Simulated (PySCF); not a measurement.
PySCF input (M06-2X/6-31G* (5d)):

```python
from pyscf import gto, dft

mol = gto.M(
    atom='''
    C     0.00294306    1.39046446    0.00403829
    C     1.20564233    0.69266801    0.00734657
    C     1.20269927   -0.69779645    0.00330827
    C    -0.00294306   -1.39046446   -0.00403829
    C    -1.20564233   -0.69266801   -0.00734657
    C    -1.20269927    0.69779645   -0.00330827
    H     0.00523441    2.47302785    0.00718236
    H     2.14431017    1.23195330    0.01306633
    H     2.13907575   -1.24107455    0.00588397
    H    -0.00523441   -2.47302785   -0.00718236
    H    -2.14431017   -1.23195330   -0.01306633
    H    -2.13907575    1.24107455   -0.00588397
    ''',
    basis='6-31g*',
    charge=0,
    spin=0,
    verbose=4,
)

mf = dft.RKS(mol, xc='m062x')
mf.grids.level = 4
mf.conv_tol = 1e-9
mf.max_cycle = 100
mf.max_memory = 1500
mf.kernel()
if not mf.converged:
    mf = mf.newton()
    mf.kernel(mf.make_rdm1())
mf.dip_moment()
```

Question: Predict the final energy.

Answer: -232.13351 Eh.
